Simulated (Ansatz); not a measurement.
System: fluorite CeO2. Method: PBE0 in Ansatz (plane waves, PAW).

Numerical settings: plane-wave cutoff 460 eV, 8×8×8 k mesh, Fermi–Dirac smearing 0.01 eV, no spin polarisation, scalar-relativistic PAW data made under PBE.

Energies at three volumes about the minimum:

| V (Å³/atom) | E − E_lowest (meV/atom) |
|---|---|
| 12.757 | 5.52 |
| 13.171 | 0.00 |
| 13.411 | 4.57 |

Fit a parabola by hand: where is the minimum, what lattice constant follows, and what is the bulk modulus?

Slopes: (0.00 − 5.52)/(13.171 − 12.757) = -13.333 and (4.57 − 0.00)/(13.411 − 13.171) = 19.042 meV/Å³. Curvature E″ = 2 × (19.042 − (-13.333))/(13.411 − 12.757) = 99.006 meV/Å⁶. From the middle of the first interval, the slope vanishes at V0 = 12.9640 − (-13.333)/99.006 = 13.099 Å³/atom. B = V0 E″ = 13.099 × 99.006 meV/Å³ × 0.1602 GPa per meV/Å³ = 208 GPa. With 12 atoms in the cube, a = (12 × 13.099)^(1/3) = 5.397 Å. The full Birch–Murnaghan fit to all volumes gives V0 = 13.092 Å³/atom and B0 = 209 GPa.

Measured, for comparison: bulk modulus 220 ± 9 GPa (room temperature, no zero-point or thermal correction, sources range from 220 to 230; as tabulated in High Pressure Brillouin Spectroscopy and X-ray Diffraction of Cerium Dioxide …); lattice constant a 5.391 Å (0 K, extrapolated to 0 K; as tabulated in Stimac et al. (2024), arXiv:2411.06536). Computed less measured: bulk modulus -5 % (-5 % to -9 % over the range).

Ansatz is an electronic-structure program.
